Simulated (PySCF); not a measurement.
These 2 structures share the formula CH8Si2. Theory: PBE0-D3(BJ)/def2-SVP geometry optimisation, gas phase in PySCF. One conformer each; no zero-point energy, no entropy. No frequencies were run at this level. Point groups hold within 0.08 Å.

Problem. Order them by energy at this level, lowest first, and give relative energies in kcal/mol.
A. `C[SiH2][SiH3]`
B. `[SiH3]C[SiH3]`

Solution. A (0.0), B (1.8).

As drawn, the lower has an Si–Si bond, which the higher lacks. Neighbours under 2.5 kcal/mol apart (C[SiH2][SiH3] and [SiH3]C[SiH3]) can change places with a better method, another conformer or zero-point energy.

```json
{"SMILES": "C[SiH2][SiH3]", "E (Eh)": "-621.39149", "E rel (kcal/mol)": "0.0", "dipole (D)": "0.91", "point group": "Cs", "A, B, C (MHz)": "12994, 3192, 2773"}
{"SMILES": "[SiH3]C[SiH3]", "E (Eh)": "-621.38867", "E rel (kcal/mol)": "1.8", "dipole (D)": "0.84", "point group": "C2v", "A, B, C (MHz)": "18387, 2878, 2687"}
```

Problem. How do the relative energies change in single points at PBE0/pcSseg-1 (no added dispersion term) on the same geometries?

Solution. 
```json
{"SMILES": "C[SiH2][SiH3]", "PBE0-D3(BJ)/def2-SVP (kcal/mol)": "0.0", "PBE0/pcSseg-1 (kcal/mol)": "0.0", "shift": "0.0"}
{"SMILES": "[SiH3]C[SiH3]", "PBE0-D3(BJ)/def2-SVP (kcal/mol)": "1.8", "PBE0/pcSseg-1 (kcal/mol)": "2.4", "shift": "+0.6"}
```

Each column counts from its own lowest isomer. The order is unchanged; the largest shift is 0.6 kcal/mol.

Problem. As an exercise, what shares would exp(−E/RT) give at 500 K from these electronic energies alone (no entropy, no degeneracies)?

Solution. RT = 0.994 kcal/mol: C[SiH2][SiH3] 85.6 %, [SiH3]C[SiH3] 14.4 %.
